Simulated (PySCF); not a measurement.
Compound: PF₃.
Numbering: `[F:1][P:2]([F:3])[F:4]`

Level of theory: core-valence-separated Tamm–Dancoff BHandHLYP/aug-pcX-1 (def2-SVPD on P) in PySCF, non-relativistic, gas phase, PBE0-D3(BJ)/def2-SVP geometry.

Computed fluorine K-edge spectrum, Gaussian lines of 0.3 eV full width, highest printed point 100; it ends one width below the last computed root. The energies are unshifted.

```csv
photon energy (eV),absorption
684.9,0
685.0,5
685.1,23
685.2,66
685.3,100
685.4,82
685.5,36
685.6,10
685.7,9
685.8,28
685.9,51
686.0,50
686.1,26
686.2,7
686.3,1
686.4,0
686.5,0
686.6,0
686.7,0
686.8,0
686.9,0
687.0,0
687.1,0
687.2,0
687.3,0
687.4,0
687.5,0
687.6,1
687.7,4
687.8,19
687.9,44
688.0,55
688.1,42
688.2,33
688.3,50
688.4,61
688.5,42
688.6,16
688.7,3
688.8,0
688.9,0
689.0,0
689.1,0
689.2,0
689.3,0
689.4,0
689.5,0
689.6,0
689.7,0
689.8,0
689.9,1
690.0,5
690.1,11
```

Question: Assign the maxima to core holes.

Answer: 4 maxima:
- 685.3 eV: F1/F3/F4 (phosphorus-bound fluorine), 685.32 eV, f = 0.067, sum of 3, 100 % of the height at the exact maximum
- 685.9 eV: F1/F3/F4 (phosphorus-bound fluorine), 685.95 eV, f = 0.036, sum of 3, 100 % of the height at the exact maximum
- 688.0 eV: F1/F3/F4 (phosphorus-bound fluorine), 687.99 eV, f = 0.037, sum of 3, 99 % of the height at the exact maximum
- 688.4 eV: F1/F3/F4 (phosphorus-bound fluorine), 688.39 eV, f = 0.040, sum of 3, 99 % of the height at the exact maximum

Roots within 0.03 eV on the same or equivalent atoms count as one line; shares under 12 % aren't listed.

Vibrational structure and lifetime widths aren't in the curve. The ionisation threshold wasn't computed; near and above it a finite basis only mimics Rydberg series and continuum.

On one thread of an Arm Neoverse V1, no GPU (shared host), this took 2.0 s of wall time and 0.43 GiB of memory at its peak.
